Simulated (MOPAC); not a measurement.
MOPAC input (AM1):

```
AM1 PRECISE GNORM=0.05 LET XYZ GEO-OK AUX(PRECISION=9) THREADS=1
CH2Cl2

C     0.00394345 1    0.00524516 1    0.76725426 1
Cl   -0.01752138 1    1.48253369 1   -0.22626440 1
Cl    0.01529894 1   -1.48548974 1   -0.20614288 1
H    -0.89039947 1   -0.00050138 1    1.37837936 1
H     0.90452024 1    0.01928333 1    1.36901878 1
```

Output:

```
 *******************************************************************************
 **                                                                           **
 **                              MOPAC v23.2.5                                **
 **                                                                           **
 *******************************************************************************
 ** MOPAC's Digital Object Identifier: https://doi.org/10.5281/zenodo.6511958 **
 **                                                                           **
 ** Please cite the open-source release paper for use of this MOPAC version:  **
 ** J. E. Moussa and J. J. P. Stewart (2026)                                  **
 ** MOPAC: An open-source semiempirical molecular orbital program             **
 ** J. Open Source Softw., 11(119), 8025, https://doi.org/10.21105/joss.08025 **
 *******************************************************************************

                              AM1 CALCULATION RESULTS

 *******************************************************************************
 *  AM1        - The AM1 Hamiltonian to be used
 *  GEO-OK     - OVERRIDE INTERATOMIC DISTANCE AND OTHER SAFETY CHECKS
 *  LET        - OVERRIDE SOME SAFETY CHECKS
 *  PRECISE    - TIGHTER CRITERIA TO BE USED
 *  XYZ        - CARTESIAN COORDINATE SYSTEM TO BE USED
 *  GNORM      - EXIT WHEN GRADIENT NORM DROPS BELOW 0.050
 *  AUX        - OUTPUT AUXILIARY INFORMATION
 *******************************************************************************
AM1 PRECISE GNORM=0.05 LET XYZ GEO-OK AUX(PRECISION=9) THREADS=1
 CH2Cl2

   ATOM   CHEMICAL          X               Y               Z
  NUMBER   SYMBOL      (ANGSTROMS)     (ANGSTROMS)     (ANGSTROMS)

     1       C          0.00394345  *   0.00524516  *   0.76725426  *
     2      Cl         -0.01752138  *   1.48253369  *  -0.22626440  *
     3      Cl          0.01529894  *  -1.48548974  *  -0.20614288  *
     4       H         -0.89039947  *  -0.00050138  *   1.37837936  *
     5       H          0.90452024  *   0.01928333  *   1.36901878  *

          CARTESIAN COORDINATES

    NO.       ATOM           X           Y           Z

     1         C          0.0039      0.0052      0.7673
     2        Cl         -0.0175      1.4825     -0.2263
     3        Cl          0.0153     -1.4855     -0.2061
     4         H         -0.8904     -0.0005      1.3784
     5         H          0.9045      0.0193      1.3690

  H: (AM1): M.J.S. DEWAR ET AL, J. AM. CHEM. SOC. 107 3902-3909 (1985)
  C: (AM1): M.J.S. DEWAR ET AL, J. AM. CHEM. SOC. 107 3902-3909 (1985)
 Cl: (AM1): M.J.S. DEWAR AND E. G. ZOEBISCH, THEOCHEM, 180, 1 (1988).

           Empirical Formula: C H2 Cl2  =     5 atoms

      MOLECULAR POINT GROUP   :   C2v

      RHF CALCULATION, NO. OF DOUBLY OCCUPIED LEVELS = 10

          Geometry optimization using EF

          DIAGONAL MATRIX USED AS START HESSIAN

 CYCLE:     1  GRAD.:    63.196 HEAT: -24.21543
 CYCLE:     2  GRAD.:   209.908 HEAT: -9.900564
 CYCLE:     3  GRAD.:    16.772 HEAT: -25.66743
 CYCLE:     4  GRAD.:    55.696 HEAT: -24.40644
 CYCLE:     5  GRAD.:     2.357 HEAT: -25.86656
 CYCLE:     6  GRAD.:     0.849 HEAT: -25.87154
 CYCLE:     7  GRAD.:     0.095 HEAT: -25.87279
 CYCLE:     8  GRAD.:     0.043 HEAT: -25.87281

     GRADIENT =  0.04282 IS LESS THAN CUTOFF =  0.05000

 -------------------------------------------------------------------------------
 AM1 PRECISE GNORM=0.05 LET XYZ GEO-OK AUX(PRECISION=9) THREADS=1
 CH2Cl2

     GEOMETRY OPTIMISED USING EIGENVECTOR FOLLOWING (EF).
     SCF FIELD WAS ACHIEVED

                              AM1 CALCULATION
                                                       MOPAC v23.2.5 Linux

          FINAL HEAT OF FORMATION =        -25.87281 KCAL/MOL =    -108.25186 KJ/MOL

          COSMO AREA              =         97.22 SQUARE ANGSTROMS
          COSMO VOLUME            =         81.51 CUBIC ANGSTROMS

          GRADIENT NORM           =          0.04282          =       0.01915 PER ATOM
          IONIZATION POTENTIAL    =         11.389694 EV
          HOMO LUMO ENERGIES (EV) =        -11.390  0.595
          NO. OF FILLED LEVELS    =         10
          MOLECULAR WEIGHT        =         84.9328         POINT GROUP:  C2v

          MOLECULAR DIMENSIONS (Angstroms)

            Atom       Atom       Distance
           Cl     3   Cl     2     2.90371
            H     4    H     5     1.84689
            H     4   Cl     2     1.58295

          SCF CALCULATIONS        =          9

   ATOM   CHEMICAL          X               Y               Z
  NUMBER   SYMBOL      (ANGSTROMS)     (ANGSTROMS)     (ANGSTROMS)

     1       C          0.00385834  *   0.00512944  *   0.75036176  *
     2      Cl         -0.01713775  *   1.45028878  *  -0.22082716  *
     3      Cl          0.01496866  *  -1.45317333  *  -0.20114323  *
     4       H         -0.91632651  *  -0.00079932  *   1.37672230  *
     5       H          0.93042466  *   0.01955671  *   1.36709038  *

                             CARTESIAN COORDINATES

   1    C        0.003858343     0.005129442     0.750361760
   2   Cl       -0.017137746     1.450288777    -0.220827162
   3   Cl        0.014968657    -1.453173331    -0.201143232
   4    H       -0.916326512    -0.000799317     1.376722297
   5    H        0.930424663     0.019556706     1.367090382

           Empirical Formula: C H2 Cl2  =     5 atoms

      MOLECULAR POINT GROUP   :   C2v

                  EIGENVALUES
 -38.15122 -37.29262 -28.75763 -16.52270 -16.31519 -16.18481 -12.44680 -12.04773
 -11.92034 -11.38969   0.59467   1.23547   3.20120   3.36845

              NET ATOMIC CHARGES AND DIPOLE CONTRIBUTIONS

  ATOM NO.   TYPE          CHARGE      No. of ELECS.   s-Pop       p-Pop
    1          C          -0.103462        4.1035     1.25995     2.84351
    2         Cl          -0.077004        7.0770     1.98504     5.09197
    3         Cl          -0.077004        7.0770     1.98504     5.09197
    4          H           0.128735        0.8713     0.87126
    5          H           0.128735        0.8713     0.87127
 DIPOLE           X         Y         Z       TOTAL
 POINT-CHG.     0.008     0.010     1.480     1.480
 HYBRID         0.000     0.000     0.023     0.023
 SUM            0.008     0.010     1.503     1.503

          ATOMIC ORBITAL ELECTRON POPULATIONS

     Atom    s        px        py        pz
    1  C   1.25995   1.06837   0.83825   0.93690
    2 Cl   1.98504   1.99221   1.36784   1.73192
    3 Cl   1.98504   1.99229   1.35729   1.74238
    4  H   0.87126
    5  H   0.87127

 **********************
 *                    *
 * JOB ENDED NORMALLY *
 *                    *
 **********************

 == MOPAC DONE ==
```
